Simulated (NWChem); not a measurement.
# SiH2Cl2 (dichlorosilane (DCS)): levels of theory compared

Aim: a comparison of 6 runs (HF/STO-3G, HF/def2-SVP, B3LYP/6-31G*, B3LYP/pcseg-1, MP2/pcseg-1, CCSD/6-311+G**) of SiH2Cl2 (dichlorosilane (DCS)). 

The calculation is run with NWChem 7.3.0.

**1. The structure to begin with**

The species is SiH2Cl2 (5 atoms), meant as a singlet with charge 0. SMILES: `Cl[SiH2]Cl`. Geometry: relaxed at PBE0-D4/def2-TZVP.

Bond lengths: Cl1–Si2 2.040 Å, Si2–Cl3 2.040 Å, Si2–H4 1.476 Å, Si2–H5 1.476 Å. Angles: Cl1–Si2–Cl3 110.1°, Cl1–Si2–H4 108.5°, Cl1–Si2–H5 108.5°, Cl3–Si2–H4 108.5°, Cl3–Si2–H5 108.5°, H4–Si2–H5 112.7°.

**2. Energy and gradient at HF/STO-3G (run 1)**

run.py

```python
from ase import Atoms
from ase.calculators.nwchem import NWChem

mol = Atoms(['Cl', 'Si', 'Cl', 'H', 'H'], positions=[
    [-1.036100, -0.393400, 1.609300],
    [0.136800, -0.071700, -0.028900],
    [-0.799200, 1.196800, -1.324000],
    [0.352000, -1.362200, -0.711200],
    [1.396500, 0.556600, 0.413400],
])

calc = NWChem(
    label='cl2h2si',
    theory='scf',
    memory='2200 mb',
    basis='STO-3G',
    basispar='spherical bse',
    scf={'nopen': '0', 'rhf': None, 'thresh': '1e-08', 'maxiter': '80'},
)
mol.calc = calc

forces = mol.get_forces()
e = mol.get_potential_energy()
print(f"E = {e:.6f} eV")
print("forces (eV/A):")
for s, f in zip(mol.symbols, forces):
    print(f"{s:2s} {f[0]:10.5f} {f[1]:10.5f} {f[2]:10.5f}")
print("dipole (e A):", mol.get_dipole_moment().round(4))
```

On the command line:

```bash
$ export ASE_NWCHEM_COMMAND="nwchem PREFIX.nwi > PREFIX.nwo"
$ python run.py
```

Output:

```text
E = -32545.587393 eV
forces (eV/A):
Cl   -0.62627   -0.16013    0.85499
Si    2.52894   -1.13663   -0.40989
Cl   -0.50455    0.66921   -0.67301
H    -0.20466    1.22194    0.64627
H    -1.19345   -0.59439   -0.41832
dipole (e A): [ 0.5549 -0.2491 -0.0903]
```

The calculator wrote cl2h2si.nwi:

```
title "cl2h2si"

permanent_dir cl2h2si

scratch_dir cl2h2si

start cl2h2si

geometry units angstrom nocenter noautosym noautoz
  Cl -1.0361000000000000e+00 -3.9340000000000003e-01 1.6093000000000000e+00
  Si 1.3680000000000000e-01 -7.1700000000000000e-02 -2.8899999999999999e-02
  Cl -7.9920000000000002e-01 1.1968000000000001e+00 -1.3240000000000001e+00
  H  3.5199999999999998e-01 -1.3622000000000001e+00 -7.1120000000000005e-01
  H  1.3965000000000001e+00 5.5659999999999998e-01 4.1339999999999999e-01
end

memory 2200 mb

basis spherical bse noprint
   * library STO-3G
end

scf
  nopen 0
  rhf
  thresh 1e-08
  maxiter 80
end

task scf gradient
```

cl2h2si.nwo:

```text
Northwest Computational Chemistry Package (NWChem) 7.3.0
             --------------------------------------------------------

           Job information
           ---------------

    nwchem branch   = 7.3.0
    use scalapack   = T
    input           = cl2h2si.nwi
    prefix          = cl2h2si.
    data base       = cl2h2si/cl2h2si.db
    status          = startup
    nproc           =        1

           Memory information
           ------------------

[... 5 lines left out ...]
    hardfail = no
[... 126 lines left out ...]
         Quadratically convergent ROHF
[... 14 lines left out ...]
       Final RHF  results
[... 4 lines left out ...]
      Two-electron energy =    653.104763830715
[... 38 lines left out ...]
                       ROHF Final Molecular Orbital Analysis
[... 166 lines left out ...]
                 ----------------------------------------
                 |  Time  |  1-e(secs)   |  2-e(secs)   |
                 ----------------------------------------
                 |  CPU   |       0.00   |       0.22   |
                 ----------------------------------------
                 |  WALL  |       0.00   |       0.22   |
                 ----------------------------------------

 Task  times  cpu:        1.0s     wall:        1.0s
 Total times  cpu:        1.0s     wall:        1.0s
```

It took 2.1 s on 1 thread of Intel Xeon Platinum 8488C (Sapphire Rapids), shared host; peak memory 0.1 GiB.

**3. Energy and gradient at HF/def2-SVP (run 2)**

mymol.nw

```
start mymol
memory total 2200 mb

geometry units angstrom noautosym nocenter noautoz
Cl   -1.036100   -0.393400    1.609300
Si    0.136800   -0.071700   -0.028900
Cl   -0.799200    1.196800   -1.324000
H     0.352000   -1.362200   -0.711200
H     1.396500    0.556600    0.413400
end

basis spherical bse
Cl library def2-SVP
Si library def2-SVP
H library def2-SVP
end

scf
thresh 1e-08
maxiter 80
print low
end

task scf gradient
```

On the command line:

```bash
$ nwchem mymol.nw > mymol.out
```

Output:

```text
[...]
  functions       =    64
[...]
  wavefunction    = RHF
[...]
         Total SCF energy =  -1208.813048107200
      One-electron energy =  -2054.609324107276
      Two-electron energy =    653.832841107780
 Nuclear repulsion energy =    191.963434892297
        Time for solution =      2.8s
[...]
                         RHF ENERGY GRADIENTS
    atom               coordinates                        gradient
                 x          y          z           x          y          z
   1 Cl     -1.957945  -0.743418   3.041136    0.004519   0.001196  -0.006239
   2 Si      0.258515  -0.135493  -0.054613   -0.010785   0.004859   0.001734
   3 Cl     -1.510269   2.261624  -2.501997    0.003641  -0.004879   0.004940
   4 H       0.665184  -2.574185  -1.343973   -0.000185  -0.003339  -0.001830
   5 H       2.639002   1.051821   0.781213    0.002812   0.002163   0.001395
 Task  times  cpu:        3.8s     wall:        3.8s
 Total times  cpu:        3.8s     wall:        3.8s
```

Run time: 4.5 s. Hardware: 1 thread of Intel Xeon Platinum 8488C (Sapphire Rapids), shared host; peak memory 0.1 GiB.

Runs 3 to 4 aren't shown in full; the table further down has their settings and results.

**4. Energy and gradient at MP2/pcseg-1 (run 5)**

a.nw

```
start a
title "Cl2H2Si"
memory total 2200 mb
charge 0

geometry units au noautosym nocenter noautoz
Cl    -1.95794524    -0.74341826     3.04113625
Si     0.25851453    -0.13549336    -0.05461309
Cl    -1.51026912     2.26162423    -2.50199739
H      0.66518360    -2.57418493    -1.34397322
H      2.63900253     1.05182156     0.78121278
end

basis spherical bse
Cl library pcseg-1
Si library pcseg-1
H library pcseg-1
end

scf
thresh 1e-08
maxiter 80
noprint "final vectors analysis"
end

mp2
freeze core 15
tight
end

task mp2 gradient
```

On the command line:

```bash
$ nwchem a.nw > a.out
```

Output:

```text
[...]
  functions       =    64
[...]
  wavefunction    = RHF
[...]
         Total SCF energy =  -1209.105640990741
      One-electron energy =  -2055.064438376197
      Two-electron energy =    653.995376324434
 Nuclear repulsion energy =    191.963421061022
        Time for solution =      5.3s
[...]
          Total MP2 energy         -1209.457538955517
[...]
                         mp2 ENERGY GRADIENTS
    atom               coordinates                        gradient
                 x          y          z           x          y          z
   1 Cl     -1.957945  -0.743418   3.041136    0.003242   0.001143  -0.004962
   2 Si      0.258515  -0.135493  -0.054613   -0.008724   0.003933   0.001400
   3 Cl     -1.510269   2.261624  -2.501997    0.002537  -0.003756   0.004049
   4 H       0.665184  -2.574185  -1.343973    0.000423  -0.002587  -0.001373
   5 H       2.639003   1.051822   0.781213    0.002523   0.001267   0.000887
[...]
```

It took 15 s on 1 thread of Intel Xeon Platinum 8488C (Sapphire Rapids), shared host; peak memory 0.14 GiB.

**5. The energy at CCSD/6-311+G(d,p) (run 6)**

geom.nw

```
start geom
memory 2200 mb
geometry units angstrom noautosym nocenter noautoz
  Cl      -1.036100      -0.393400       1.609300
  Si       0.136800      -0.071700      -0.028900
  Cl      -0.799200       1.196800      -1.324000
  H        0.352000      -1.362200      -0.711200
  H        1.396500       0.556600       0.413400
end
basis spherical bse
  * library 6-311+G**
end
scf
  thresh 1e-08
  maxiter 80
  print medium
end
ccsd
  freeze core 15
  maxiter 60
end
task ccsd energy
```

On the command line:

```bash
$ nwchem geom.nw > geom.out
```

Output:

```text
[...]
  functions       =   102
[...]
  wavefunction    = RHF
[...]
         Total SCF energy =  -1209.216287781117
      One-electron energy =  -2054.951581667610
      Two-electron energy =    653.771858994196
 Nuclear repulsion energy =    191.963434892297
        Time for solution =     12.3s
[...]
 Total MP2 energy:          -1209.585933535323875
[...]
             energy      energy      error      ampl     ampl      Block
                                                time     time      time
[...]
 Total CCSD energy:          -1209.624729422567043
[...]
```

Run time: 1.8 min. Hardware: 1 thread of Intel Xeon Platinum 8488C (Sapphire Rapids), shared host; peak memory 0.2 GiB.

**6. All runs side by side**

```tsv
run	level	Cartesian functions	iteration cap	energy (Eh)	dipole moment (D)	HOMO energy (eV)	LUMO energy (eV)	wall time
1	HF/STO-3G	no	80	-1196.028286	2.95	-10.70	7.98	2.1 s
2	HF/def2-SVP	no	80	-1208.813048	–	–	–	4.5 s
3	B3LYP/6-31G* (Cartesian functions)	yes	100	-1211.179798	1.56	-8.86	-0.14	15 s
4	B3LYP/pcseg-1	no	100	-1211.193368	1.60	-8.96	-0.28	14 s
5	MP2/pcseg-1	no	80	-1209.457539	1.68	–	–	15 s
6	CCSD/6-311+G**	no	80	-1209.624729	–	-12.48	1.51	1.8 min
```

**7. Results**

| quantity | value |
| --- | --- |
| run 6: total energy | -1209.62473 Eh |
| run 6: HOMO energy (Hartree–Fock orbitals) | -12.48 eV |
| run 6: LUMO energy (Hartree–Fock orbitals) | 1.51 eV |
| run 6: HOMO–LUMO gap (Hartree–Fock orbitals) | 14.00 eV |
| run 6: correlation energy (15 core orbitals frozen) | -408.4 mEh |

In words: Over runs 1, 3, 4, 5 the dipole moment (its size) runs from 1.56 D (B3LYP/6-31G*) to 2.95 D (HF/STO-3G). The two ends differ in method and basis. Over runs 1, 3, 4 the HOMO–LUMO gap runs from 8.68 eV (B3LYP/pcseg-1) to 18.67 eV (HF/STO-3G). In run 1 the basis is minimal, so the values are rough. All runs together took 2.6 min, the longest 1.8 min.
